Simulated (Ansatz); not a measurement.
# The cluster Ca₂S₂: structure and electronic state

Aim: characterise the cluster Ca₂S₂ as a singlet: its structure, frontier levels and distribution of charge.

The runs use Ansatz 0.2.0, Gaussian basis; RKS PBE0-D4/def2-TZVP.

Levels to be run: relaxation at r2SCAN-D4/def2-TZVP; a search for the lowest solution at PBE0-D4/def2-SVP; a single point at PBE0-D4/def2-TZVP; harmonic vibrations at r2SCAN-D4/def2-TZVP.

1 further run of the same task is left out (set aside as unsound or not needed). Runs told in other sessions of the task aren't counted.

## (1) The system as given

4 atoms, charge 0, spin multiplicity 1.

Atoms are counted from 1 here; the program's logs count them from 0.

Bond lengths: Ca1–S3 2.494 Å, Ca1–S4 2.494 Å, Ca2–S3 2.493 Å, Ca2–S4 2.494 Å. Angles: S3–Ca1–S4 97.4°, S3–Ca2–S4 97.5°, Ca1–S3–Ca2 82.5°, Ca1–S4–Ca2 82.5°.

Geometry (Å):

```xyz
4
Ca2S2
Ca    1.6385    0.0781   -0.1253
Ca   -1.6403   -0.0740    0.0921
S    -0.0708    1.8579    0.2370
S     0.0727   -1.8620   -0.2038
```

The start is a GFN1-xTB geometry.

## (2) Relaxation at r2SCAN-D4/def2-TZVP

in.yaml reads:

```yaml
crystal:
  periodic: [false, false, false]
  atoms:
    - {symbol: Ca, position_ang: [1.638480, 0.078080, -0.125340]}
    - {symbol: Ca, position_ang: [-1.640340, -0.073960, 0.092120]}
    - {symbol: S, position_ang: [-0.070810, 1.857930, 0.237020]}
    - {symbol: S, position_ang: [0.072660, -1.862050, -0.203790]}
basis:
  gaussian: {orbitals: def2-TZVP}
hamiltonian: {xc: r2scan, dispersion: d4}
scf: {lower_state_search: "off"}
output: {orbitals: {seedname: orbitals}}
relax: {f_tol: 0.02, max_steps: 100}
```

On the command line:

```console
$ ansatz run in.yaml --threads 4 --pin off --events-out ev --progress --plain --max-ram 3916MiB
```

Further steps of the session: Searching for the lowest solution, PBE0-D4/def2-SVP; Single point, PBE0-D4/def2-TZVP; Vibrations by finite differences.

Q: Predict the results of all the runs planned. Wanted: point group; commonest bond; HOMO, LUMO at PBE0-D4/def2-TZVP; dipole at r2SCAN-D4/def2-TZVP; lowest, highest wavenumber.

The runs gave:

| quantity | value |
| --- | --- |
| point group | D2h |
| commonest bond | Ca–S, 4 of mean length 2.528 Å |
| HOMO, LUMO at PBE0-D4/def2-TZVP | -5.31, -1.62 eV |
| dipole at r2SCAN-D4/def2-TZVP | 0.09 D |
| lowest, highest wavenumber | 115, 368 cm⁻¹ |

What this shows: The molecule keeps its bonding pattern by the stored test; the atoms moved 0.04 Å (rms). All wavenumbers are real: a minimum at this level. The HOMO lies nearest to S3, S4 about 45 % each and the LUMO to Ca1, Ca2 about 44 % each; S3, S4 about 6 % each. Whether this spin is the lowest isn't tested here.
